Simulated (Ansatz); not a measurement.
Candidates: cubic BN, zinc-blende InSb, zinc-blende GaSb, 3C-SiC, zinc-blende GaN (metastable phase), zinc-blende BAs. Level: r²SCAN+rVV10 (Ansatz, a first-principles code, PAW).

Spin–orbit coupling is left out, also for the solids with elements from indium on (zinc-blende InSb, zinc-blende GaSb); its size isn't shown.

Each level is taken at its own relaxed cell. Ansatz's density-functional and Hartree–Fock values are scalar-relativistic unless marked +SOC, with PAW data made under PBE.

Problem. Order them by their TO(Γ) frequency at this level, smallest first.

Solution. zinc-blende InSb (178 cm⁻¹), zinc-blende GaSb (227 cm⁻¹), zinc-blende GaN (metastable phase) (552 cm⁻¹), zinc-blende BAs (701 cm⁻¹), 3C-SiC (801 cm⁻¹), cubic BN (1047 cm⁻¹)
